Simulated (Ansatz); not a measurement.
System: CH₂O, charge 0, triplet. This triplet is an excited state, 3.2 eV above the singlet at CCSD(T)/cc-pV5Z (Ansatz, a quantum-chemistry and plane-wave program). CH2O (parent SMILES O=C, triplet).
B3LYP-D3(BJ)/def2-TZVP minimum from Ansatz:
```
C
O 1 1.3013
H 1 1.0996 2 114.04
H 1 1.0996 3 113.99 2 -133.37
```
Charge 0, spin multiplicity 3.

Total energies in cc-pVTZ, 12 correlated electrons, 2 frozen orbitals. Radicals and triplets start from unrestricted determinants; spin-orbit coupling is neglected. Correlated methods leave the cores frozen. No relativity. The spin of CH2O (parent SMILES C=O, triplet) was assumed, and the state is the lowest solution found for it.

| method | program | energy (Eh) | minus CCSDT(Q) (mEh) |
|---|---|---|---|
| HF | Ansatz | -113.83908 | 379.36 |
| MP2 | Ansatz | -114.17599 | 42.45 |
| CCSD | Ansatz | -114.20402 | 14.41 |
| CCSD(T) | Ansatz | -114.21685 | 1.58 |
| CCSDT(Q) | Ansatz | -114.21844 | 0.00 |

Rough core times of Ansatz's runs on a shared machine: CCSD(T) under 20 s, CCSDT(Q) 10 min.
